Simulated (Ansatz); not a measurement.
I need a relaxed scan of one distance of BH₃Si, SMILES B[SiH]. Use the Ansatz DFT code, driven from Python. Use (for the species named): Hartree-Fock, def2-SVP basis, multiplicity 3.

```json
{"atom": "B", "x (Å)": "-0.6946", "y (Å)": "0.0070", "z (Å)": "0.0326"}
{"atom": "Si", "x (Å)": "1.1024", "y (Å)": "-0.5486", "z (Å)": "0.5073"}
{"atom": "H", "x (Å)": "-1.4678", "y (Å)": "-0.7846", "z (Å)": "-0.3801"}
{"atom": "H", "x (Å)": "-1.0142", "y (Å)": "1.1375", "z (Å)": "0.1538"}
{"atom": "H", "x (Å)": "2.0742", "y (Å)": "0.1887", "z (Å)": "-0.3136"}
```

`bh3si_relaxed_scan.py`
```python
"""One bond of BH3Si held at set lengths while the rest relaxes."""

import ansatz as az
import numpy as np

BASIS = "def2-SVP"
FUNCTIONAL = "HF"

mol = (
    az.Crystal.molecule()
    .atom("B", (-0.6946, 0.007, 0.0326))
    .atom("Si", (1.1024, -0.5486, 0.5073))
    .atom("H", (-1.4678, -0.7846, -0.3801))
    .atom("H", (-1.0142, 1.1375, 0.1538))
    .atom("H", (2.0742, 0.1887, -0.3136))
)

setup = (
    mol.calculation()
    .basis(gaussian=BASIS)
    .functional(FUNCTIONAL)
    .spin("collinear", total=2)
    .accuracy("medium")
    .scf(lower_state_search="light")
)
symbols = [site.symbol for site in mol.cartesian_sites]
pairs = [(0, 1), (0, 2), (0, 3), (1, 4)]
print("held (A)   E (eV)        ", "  ".join(f"{symbols[i]}{i}-{symbols[j]}{j}" for i, j in pairs))
for length in [1.09, 1.18, 1.28, 1.42, 1.59]:
    data = setup.relax(constraints=[az.DistanceConstraint((0, 3), at=length)], force_tolerance=0.02, max_steps=60).run(threads=1, pin="off").report
    xyz = np.array(data["positions_ang"])
    print(f"{length:6.2f} {data['free_energy_ev']:14.5f}  ", "  ".join(f"{np.linalg.norm(xyz[i] - xyz[j]):.3f}" for i, j in pairs))
```

Output of `python bh3si_relaxed_scan.py`:
```text
held (A)   E (eV)         B0-Si1  B0-H2  B0-H3  Si1-H4
DeckWarning: relax.constraints: the input's atoms, or those drawn, lie off the distances that are held; a relaxation that starts there is brought onto them ahead of its first SCF, by positions alone, [...]
  1.09    -8575.68661   1.972  1.198  1.090  1.485
  1.18    -8575.86215   1.971  1.198  1.180  1.484
  1.28    -8575.79468   1.969  1.197  1.280  1.483
  1.42    -8575.43150   1.963  1.196  1.420  1.483
  1.59    -8574.79443   1.958  1.193  1.590  1.481
```
(Warnings from the package without file and line, shortened, repeats left out.)

Reading the output:
- These settings explore the input space; basis and method may be short of convergence.
- The energies are electronic: no zero-point or thermal terms, and the basis set is short of its limit.
- The run takes the species as open-shell (spin multiplicity 3), which needn't be its ground state.
- Wall time of the script: 16 s on 1 thread of Arm Neoverse V1, on a shared host, peak memory 0.17 GiB.
